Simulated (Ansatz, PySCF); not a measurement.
Molecule: hydrogen chloride, HCl, net charge 0, singlet state. 
Structure (B3LYP-D3(BJ)/def2-TZVP (Ansatz, a first-principles code) minimum search):
```xyz
2

Cl     0.0000     0.0000    -0.0712
H      0.0000     0.0000     1.2108
```


Property: enthalpy of formation at 298 K (from the atomisation energy, B3LYP-D3(BJ)/def2-TZVP harmonic zero-point and thermal terms from PySCF, and the atoms' enthalpies of formation in the G2/97 table; no spin-orbit terms, and no core term in the frozen-core levels), in kcal/mol. Correlated levels leave the core frozen unless marked. Open shells are spin-unrestricted. Spin-orbit coupling is left out. No relativistic terms. The coupled-cluster limit lacks core correlation, which all-electron functionals hold. Basis-set limits of correlation are two-point, X^-3; Hartree-Fock from the larger set (for Q and 5 zeta extrapolated as (X+1)exp(-9√X)).

| level | program | enthalpy of formation at 298 K (kcal/mol) | minus last row |
|---|---|---|---|
| HF/def2-TZVPD | PySCF | 7.8 | 30.9 |
| M06-2X/def2-TZVPD | PySCF | -21.1 | 2.0 |
| CCSD/def2-TZVPP | Ansatz | -18.9 | 4.2 |
| CCSD/def2-QZVPPD | Ansatz | -20.5 | 2.6 |
| CCSD/CBS(def2-TZVPP,def2-QZVPP) | Ansatz | -21.4 | 1.7 |
| CCSD(T)/def2-SVP | Ansatz | -14.1 | 9.0 |
| CCSD(T)/CBS(cc-pV(Q+d)Z,cc-pV(5+d)Z) | Ansatz | -23.1 | 0.0 |
